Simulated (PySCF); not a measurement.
# S: ionisation energy

S [Ne] 3s2 3p4 (3P) → S⁺ [Ne] 3s2 3p3 (4S), as a difference of total energies. Calculation: PySCF 2.14, in def2-QZVPPD; the non-relativistic Hamiltonian (point nucleus). Correlated levels: valence and next inner shell: 1s2 frozen. The calculations carry no spin-orbit coupling.

Q: Order these methods by the ionisation energy they give, lowest first.
A. CCSD (valence and next inner shell)
B. SCS-MP2 (valence and next inner shell)
C. MP2 (valence and next inner shell)
D. UHF

A: D (9.236 eV), C (10.084 eV), B (10.180 eV), A (10.201 eV).

Errors of the correlated levels include the incompleteness of this basis and the frozen core.

For comparison: 10.336 eV (measured; NIST levels, between the centres of gravity of the two terms).
